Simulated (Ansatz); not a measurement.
Compare A (`N=C[SiH3]`) with its isomer B (`C[Si]N`).

Program: Ansatz. Geometries: PBE0-D4/def2-TZVP. ΔE: electronic, gas phase. CCSD(T)/CBS adds triple-zeta CCSD(T) − MP2 to the extrapolated MP2 energy (def2 sets, frozen cores). Functionals use def2-TZVPP. B3LYP here is the variant with VWN-RPA as its local correlation; programs differ in this. Each species was taken in one conformer, which may not be the lowest.

Which isomer does CCSD(T)/CBS put lower? Give the gap. (An estimate is asked.)

Computed: B, by 110.6 kJ/mol.

Give E(B) − E(A) in kJ/mol with LDA (SPW92), PBE-D4, B3LYP-D4, BLYP-D4, r2SCAN-D4, ωB97M-V, CCSD(T)/def2-SVP. (An estimate is asked.)

Computed: LDA (SPW92) -131.7, PBE-D4 -112.9, B3LYP-D4 -107.5, BLYP-D4 -104.2, r2SCAN-D4 -108.4, ωB97M-V -119.2, CCSD(T)/def2-SVP -87.9. None reverses the order clearly.

Does the order hold for the free energy at 298.15 K (harmonic terms from PBE0-D4)? (An estimate is asked.)

Computed: Yes: G(B) − G(A) = -94.4 kJ/mol, for one conformer each. Modes under 60 cm⁻¹, often nearly free rotors, make the harmonic entropy too high.

Largest T1 diagnostic: 0.013.

From BLYP to BHLYP (50 % exact exchange), in def2-TZVPP and without D4, E(B) − E(A) moves by −4.9 kJ/mol. In def2-TZVPP, CCSD(T) changes the Hartree–Fock value by −18.9 kJ/mol (the triples alone add +1.3 kJ/mol) and MP2 by −24.6 kJ/mol.
